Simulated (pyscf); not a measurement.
Thermochemistry of product channels of Cl–Sn(Cl)(Cl)–Cl + hydroxyl (OH•) on the doublet surface, in kJ/mol, from ωB97M-D3(BJ)/def2-TZVP energies (ideal gas, 1 atm, RRHO with modes under 100 cm⁻¹ raised to 100, one conformer, R ln 2 for chiral ones without a mode under 150 cm⁻¹). Structures and frequencies: ωB97X-D3(BJ)/def2-SVP in PySCF.

```
products                                       ΔE  ΔH(298 K)  ΔG(298 K)  ΔG(900 K)
------------------------------------------  -----  ---------  ---------  ---------
hydrogen chloride (HCl) + •O–Sn(Cl)(Cl)–Cl  +64.5      +61.3      +53.3      +37.5
Cl atom (Cl•) + HO–Sn(Cl)(Cl)–Cl            -10.8       -3.4       -4.8       -8.6
```

These are energies of the channels, which say nothing of barriers. Left out: orbital degeneracy and the spin-orbit lowering of Cl, OH. Elements past Kr carry the def2 core potentials, without spin-orbit coupling.
